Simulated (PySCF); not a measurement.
Consider carbon monosulfide, `[C-]#[S+]` (CS). Numbering: `[C-:1]#[S+:2]`

Level of theory: ωB97X-D3(BJ)/ma-def2-TZVP single points in PySCF, grid level 2; every species was optimised with PBE0-D3(BJ)/ma-def2-SVP. Thermal corrections: PBE0-D3(BJ)/ma-def2-SVP frequencies, unscaled, ideal gas at 298.15 K and 1 bar, quasi-RRHO entropy.

(1) What are the vertical and the adiabatic ionisation energy for forming the radical cation?

(2) Where does the unpaired spin of the relaxed radical cation sit?

(3) What are the vertical and the adiabatic electron affinity for forming the radical anion?

(4) Where does the unpaired spin of the relaxed radical anion sit?

(5) How far is −ε(HOMO) from the vertical value by ΔSCF?

Answers

(1) 11.64 eV vertical and 11.55 eV adiabatic, the latter with zero-point energy.

(2) C1 (anionic carbon) 1.19, S2 (sulfur) -0.19 (intrinsic atomic orbital populations).

(3) 0.12 eV vertical and 0.26 eV adiabatic, the latter with zero-point energy.

(4) C1 (anionic carbon) 0.84, S2 (sulfur) 0.16 (intrinsic atomic orbital populations).

(5) −ε(HOMO) = 11.56 eV, which is 0.09 eV below the ΔSCF value.

Differences come from unrounded values, so a last digit can differ from that of the printed terms.
